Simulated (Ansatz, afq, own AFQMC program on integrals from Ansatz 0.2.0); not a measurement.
Two steps: Ansatz 0.2.0 writes the Fock matrix and Cholesky factors of the valence space, and afq projects on them the lowest state that overlaps trial and start.

```yaml
crystal:
  periodic: [false, false, false]
  atoms:
    - {symbol: B, position_ang: [0.000000, 0.000000, 0.752901]}
    - {symbol: B, position_ang: [0.000000, 0.000000, -1.009563]}
    - {symbol: H, position_ang: [0.000000, 1.023985, 1.376457]}
    - {symbol: H, position_ang: [0.000000, -1.023985, 1.376457]}
basis:
  gaussian: {orbitals: 6-31G}
magnetization: {spin_polarized: true, initial_magnetization: 2}
correlation: {method: ccsd_t, electrons: outside_noble_gas, hamiltonian_folder: ham}
```

```sh
$ ansatz run in.yaml --threads 1 --pin off --events-out ev --progress --plain --max-ram 1382MiB
```

Options of the walk:

```
--method phaseless --trial hf --walkers 160 --populations 1 --least-time 40 --time-step 0.01 --steps-per-block 50 --equilibration-blocks 6 --max-blocks 120 --target-error 0.00068 --factor-cut 0.001 --start determinant --seed 8951 --release-times 0.5,1,2 --release-step 0.02 --release-every 2 --taylor-order 6
```

Times are imaginary, in 1/Eh. The walk had a cap of 215 s.

Output of the walk:

```
orbitals 20  electrons 5 3  factors 88 of 316
reference energy -50.36362515 Eh
CCSD correlation -0.10117323 Eh in 12 cycles, weight of the determinant in the CISD state 0.9041
energy of the start -50.363625 Eh
 block  time / (1/Eh)  mean weight  energy / Eh
     1     0.500  1.0013  -50.414183
     2     1.000  1.0020  -50.444433
     3     1.500  1.0015  -50.452322
     4     2.000  1.0018  -50.464965
     5     2.500  1.0008  -50.453967
     8     4.000  0.9979  -50.449456
    13     6.500  1.0034  -50.461997
    22    11.000  1.0015  -50.469990
    28    14.000  0.9993  -50.506649
    31    15.500  1.0000  -50.469381
    40    20.000  1.0010  -50.466707
    49    24.500  0.9974  -50.465290
    58    29.000  1.0033  -50.463668
    67    33.500  1.0003  -50.464826
    76    38.000  0.9992  -50.471865
    85    42.500  0.9996  -50.455527
    94    47.000  1.0015  -50.463669
   103    51.500  1.0014  -50.461107
   112    56.000  1.0028  -50.470513
   121    60.500  0.9995  -50.469120
   124    62.000  0.9994  -50.494113
blocks merged  error / Eh  count
     1  0.000926  120
     2  0.001200  60
     4  0.001294  30
     8  0.001480  15
released: time / (1/Eh)  energy / Eh  error  mean overlap
  0.50  -50.469471  0.001162  0.9977
  1.00  -50.468445  0.001091  1.0058
  2.00  -50.470366  0.001133  1.0018
energy -50.469442 +/- 0.001294 Eh
(rows thinned)
```

The run passed its tests (sampling time, drift between the halves within three errors, error under three times the target), which doesn't prove that it has relaxed.

Against this walk (error 35.2 meV) on the same determinant: CCSD(T) 51.8 meV higher (within the noise), CCSDT(Q) 18.3 meV higher (within the noise), full CI 17.4 meV higher (within the noise), a separate phaseless walk with a CISD trial and standard settings 32.1 ± 35.5 meV higher (within the noise). The error is statistical and leaves out the bias of the constraint. Released to 2.00 1/Eh the energy moves by -25 ± 47 meV (both errors), within twice the noise.

Cautions: constraint bias not in the error; error above the target (35.2 against 18.5 meV); the coarse factor cut changes the integrals a little; the time-step error isn't removed.

The walk took 91 s on 1 thread of Arm Neoverse V1, with other jobs on the host. The log's last line is the phaseless energy.

CCSDT and higher add their correlation energy to the determinant of the CCSD(T) run, since their own runs factorise the integrals more tightly (a shift of under 2 meV). A walk keeps the symmetry of its determinant, which the program's search chose and which needn't be the lowest solution, so a lower state of the same spin and another symmetry isn't excluded.
